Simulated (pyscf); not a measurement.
Thermochemistry of product channels of H₃C–F (SMILES CF) + CH₃• (SMILES [CH3]) on the doublet surface, in eV, from CCSD(T)/def2-TZVPP + ΔMP2(QZVPP) energies (ideal gas, 1 atm, RRHO with modes under 100 cm⁻¹ raised to 100, one conformer, R ln 2 for rigid chiral ones). Optimised with ωB97X-D3(BJ)/def2-SVP in PySCF. Correlated levels are frozen-core, on RHF or UHF. ΔMP2 is the change of the MP2 total energy from the triple- to the quadruple-zeta basis.

```tsv
products	ΔE	ΔH(298 K)	ΔG(298 K)	ΔG(600 K)
CH₄ (SMILES C) + F• (SMILES [F]) + CH₂ (SMILES [CH2]) [triplet]	+5.11	+4.98	+4.62	+4.25
•H₂C–CH₃ (SMILES [CH2]C) + HF (SMILES F)	-0.65	-0.65	-0.68	-0.73
:HC–F (SMILES [CH]F) [singlet] + CH₄ (SMILES C) + H• (SMILES [H])	+4.18	+3.93	+3.60	+3.25
CH₄ (SMILES C) + •H₂C–F (SMILES [CH2]F)	-0.16	-0.15	-0.16	-0.17
```

These are energies of the channels, which say nothing of barriers. A restricted singlet here is unstable towards spin polarisation, as is usual where a triplet lies low; its energy is less safe. The CCSD(T) − MP2 part came from Ansatz, without density fitting, on the same reference. Left out: orbital degeneracy and the spin-orbit lowering of F.
